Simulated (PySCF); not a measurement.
# Basis-set dependence of population analyses: diethyl ketone

Species: diethyl ketone, C5H10O.
Bonds: C1–C2, C2–C3, C3–O4 (double), C3–C5, C5–C6. Hydrogens: H7, H8, H9 on C1; H10, H11 on C2; H12, H13 on C5; H14, H15, H16 on C6.

PBE0 throughout (PySCF), one geometry, spherical d and f functions. One conformer (not necessarily the lowest) at the PBE0-D3(BJ)/def2-SVP geometry, without solvent, vibrations or thermal averaging. Atoms taken as equivalent share a column and are averaged.

Mulliken charges (e):

```tsv
basis	functions	C1/C6	C2/C5	C3	O4	H7 (×6)	H10/H11/H12/H13
STO-3G	40	-0.231	-0.165	+0.165	-0.198	+0.083	+0.083
6-31G	74	-0.481	-0.407	+0.384	-0.412	+0.175	+0.187
pcSseg-0	74	-0.620	-0.578	+0.388	-0.460	+0.239	+0.259
6-31G*	104	-0.519	-0.426	+0.448	-0.417	+0.184	+0.189
def2-SVP	134	-0.048	-0.103	+0.016	-0.226	+0.048	+0.056
cc-pVDZ	134	-0.061	-0.121	+0.056	-0.220	+0.050	+0.058
pcSseg-1	152	-0.251	-0.301	+0.179	-0.363	+0.122	+0.140
6-311+G(2d,p)	222	-0.643	-0.167	+0.534	-0.436	+0.156	+0.147
aug-cc-pVDZ	228	+0.483	+0.377	+0.161	-0.629	-0.110	-0.148
def2-TZVP	246	-0.345	-0.192	+0.149	-0.306	+0.126	+0.119
IGLO-III	310	-0.336	-0.232	+0.336	-0.410	+0.120	+0.122
cc-pVTZ	320	-0.294	-0.178	+0.183	-0.264	+0.103	+0.101
```

IAO charges (e):

```json
{"basis": "STO-3G", "functions": "40", "C1/C6": "-0.393", "C2/C5": "-0.296", "C3": "+0.191", "O4": "-0.189", "H7 (×6)": "+0.137", "H10/H11/H12/H13": "+0.139"}
{"basis": "6-31G", "functions": "74", "C1/C6": "-0.430", "C2/C5": "-0.311", "C3": "+0.349", "O4": "-0.392", "H7 (×6)": "+0.152", "H10/H11/H12/H13": "+0.153"}
{"basis": "pcSseg-0", "functions": "74", "C1/C6": "-0.420", "C2/C5": "-0.320", "C3": "+0.340", "O4": "-0.380", "H7 (×6)": "+0.150", "H10/H11/H12/H13": "+0.156"}
{"basis": "6-31G*", "functions": "104", "C1/C6": "-0.409", "C2/C5": "-0.303", "C3": "+0.385", "O4": "-0.411", "H7 (×6)": "+0.145", "H10/H11/H12/H13": "+0.146"}
{"basis": "def2-SVP", "functions": "134", "C1/C6": "-0.399", "C2/C5": "-0.297", "C3": "+0.381", "O4": "-0.408", "H7 (×6)": "+0.141", "H10/H11/H12/H13": "+0.144"}
{"basis": "cc-pVDZ", "functions": "134", "C1/C6": "-0.409", "C2/C5": "-0.303", "C3": "+0.384", "O4": "-0.407", "H7 (×6)": "+0.144", "H10/H11/H12/H13": "+0.146"}
{"basis": "pcSseg-1", "functions": "152", "C1/C6": "-0.408", "C2/C5": "-0.303", "C3": "+0.386", "O4": "-0.419", "H7 (×6)": "+0.145", "H10/H11/H12/H13": "+0.147"}
{"basis": "6-311+G(2d,p)", "functions": "222", "C1/C6": "-0.423", "C2/C5": "-0.309", "C3": "+0.394", "O4": "-0.428", "H7 (×6)": "+0.149", "H10/H11/H12/H13": "+0.151"}
{"basis": "aug-cc-pVDZ", "functions": "228", "C1/C6": "-0.421", "C2/C5": "-0.307", "C3": "+0.393", "O4": "-0.427", "H7 (×6)": "+0.148", "H10/H11/H12/H13": "+0.150"}
{"basis": "def2-TZVP", "functions": "246", "C1/C6": "-0.423", "C2/C5": "-0.310", "C3": "+0.396", "O4": "-0.427", "H7 (×6)": "+0.149", "H10/H11/H12/H13": "+0.151"}
{"basis": "IGLO-III", "functions": "310", "C1/C6": "-0.424", "C2/C5": "-0.310", "C3": "+0.395", "O4": "-0.429", "H7 (×6)": "+0.149", "H10/H11/H12/H13": "+0.151"}
{"basis": "cc-pVTZ", "functions": "320", "C1/C6": "-0.424", "C2/C5": "-0.311", "C3": "+0.395", "O4": "-0.425", "H7 (×6)": "+0.149", "H10/H11/H12/H13": "+0.151"}
```

Problem. Which scheme is steadiest as the basis changes?

Solution. Largest range over the bases for any column: IAO 0.24 e, Mulliken 1.13 e. IAO charges move least and Mulliken charges most, counted in e. Without the minimal STO-3G basis the ranges are IAO 0.06, Mulliken 1.13 e.

Problem. How much do the charges still move between the two largest bases, IGLO-III and cc-pVTZ?

Solution. At most, over all atoms: Mulliken 0.153 e, IAO 0.004 e.

Problem. What do the same runs give for the total energy, the frontier levels and the dipole moment?

Solution. 
| basis | energy (Eh) | HOMO (eV) | LUMO (eV) | μ (D) |
| --- | --- | --- | --- | --- |
| STO-3G | -268.0869 | -3.96 | 3.04 | 1.70 |
| 6-31G | -271.3807 | -6.95 | -0.08 | 2.81 |
| pcSseg-0 | -270.8301 | -7.23 | -0.29 | 2.82 |
| 6-31G* | -271.4548 | -6.88 | 0.07 | 2.57 |
| def2-SVP | -271.2643 | -7.06 | -0.11 | 2.59 |
| cc-pVDZ | -271.4751 | -6.95 | -0.01 | 2.51 |
| pcSseg-1 | -271.4289 | -7.18 | -0.25 | 2.73 |
| 6-311+G(2d,p) | -271.5394 | -7.17 | -0.33 | 2.77 |
| aug-cc-pVDZ | -271.4918 | -7.13 | -0.36 | 2.76 |
| def2-TZVP | -271.5600 | -7.14 | -0.26 | 2.72 |
| IGLO-III | -271.5682 | -7.16 | -0.32 | 2.75 |
| cc-pVTZ | -271.5538 | -7.11 | -0.21 | 2.66 |

The dipole is fixed by the density alone, so its range of 1.12 D shows that the density itself changes with the basis, not only its division among atoms.
